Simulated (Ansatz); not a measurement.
# AlNH4 (triplet): wave-function methods side by side at distance Al1–H4 along a hydrogen transfer = 1.684 Å, cc-pVDZ

How much of the correlation energy of AlNH4 (triplet) does each wave-function method recover here?

Method: cc-pVDZ, core rule «outside noble gas», up to 6 orbitals frozen; program: Ansatz 0.2.0, Gaussian basis.

To be run: UHF; CCSD(T) on ROHF; CCSD(T) on UHF; BCCD(T) on ROHF; CISD; CCSDT(Q) on ROHF; CCSDT(Q) on UHF; CASSCF and MRCISD+Q, 4 electrons in 4 orbitals; CASSCF and NEVPT2, 4 electrons in 4 orbitals.

7 further runs of the same task are left out: 6 that didn't finish, 1 set aside as unsound or not needed.

## Step 1: The system

The geometry derives from fragments relaxed apart (PBE0/def2-TZVP) and kept rigid, so it is no stationary point. A hydrogen atom is moved between rigid fragments.

6 atoms, charge 0, spin multiplicity 3.

Atoms are counted from 1 here; the program's logs count them from 0.

Bond lengths: Al1–H2 1.586 Å, Al1–H3 1.586 Å, Al1–H4 1.684 Å, H4–N5 1.286 Å, N5–H6 1.040 Å. Angles: H2–Al1–H3 120.0°, H2–Al1–H4 120.0°, H3–Al1–H4 120.0°, Al1–H4–N5 180.0°, H4–N5–H6 105.0°.

## Step 2: UHF

in.yaml

```yaml
crystal:
  periodic: [false, false, false]
  atoms:
    - {symbol: Al, position_ang: [-0.998748, 0.022483, 0.000000]}
    - {symbol: H, position_ang: [-1.791671, 1.395868, 0.000000]}
    - {symbol: H, position_ang: [-1.791672, -1.350901, 0.000000]}
    - {symbol: H, position_ang: [0.685252, 0.022483, 0.000000]}
    - {symbol: N, position_ang: [1.971252, 0.022483, 0.000000]}
    - {symbol: H, position_ang: [2.240334, -0.981743, 0.000000]}
basis:
  gaussian: {orbitals: cc-pVDZ}
magnetization: {spin_polarized: true, initial_magnetization: 2}
hamiltonian: {xc: hf}
output: {orbitals: {seedname: orbitals}}
```

Run with:

```console
$ ansatz run in.yaml --threads 1 --pin off --events-out ev --progress --plain --max-ram 2393MiB
```

The runs that follow: CCSD(T) on ROHF; CCSD(T) on UHF; BCCD(T) on ROHF; CISD; CCSDT(Q) on ROHF; CCSDT(Q) on UHF; CASSCF and MRCISD+Q, 4 electrons in 4 orbitals; CASSCF and NEVPT2, 4 electrons in 4 orbitals.

Q: Predict the results of all the runs planned. Wanted: UCCSDT(Q) below the RHF energy; RMP2 from UCCSDT(Q); UMP2 from UCCSDT(Q); RCCSD from UCCSDT(Q); RCCSD(T) from UCCSDT(Q); UCCSD(T) from UCCSDT(Q); RCCSDT(Q) from UCCSDT(Q); MRCISD+Q pair from UCCSDT(Q); T1 diagnostic.

**Answer**, as computed:

| quantity | value |
| --- | --- |
| UCCSDT(Q) below the RHF energy | -7.2744 eV |
| RMP2 from UCCSDT(Q) | +1257.1 meV |
| UMP2 from UCCSDT(Q) | +1336.5 meV |
| RCCSD from UCCSDT(Q) | +183.4 meV |
| RCCSD(T) from UCCSDT(Q) | +38.2 meV |
| UCCSD(T) from UCCSDT(Q) | +38.7 meV |
| RCCSDT(Q) from UCCSDT(Q) | +0.9 meV |
| MRCISD+Q pair from UCCSDT(Q) | +66.5 meV |
| levels within 1 kcal/mol (43 meV) | RCCSD(T), UCCSD(T), BCCD(T), RCCSDT, UCCSDT, RCCSDT(Q) |
| T1 diagnostic | 0.026 |

**Reading.** RCCSD(T) lands +38.2 meV from the yardstick (0.5 % of the correlation energy). These misses are within one basis, not against nature; the frozen cores of restricted and unrestricted runs differ, which can shift their rows.
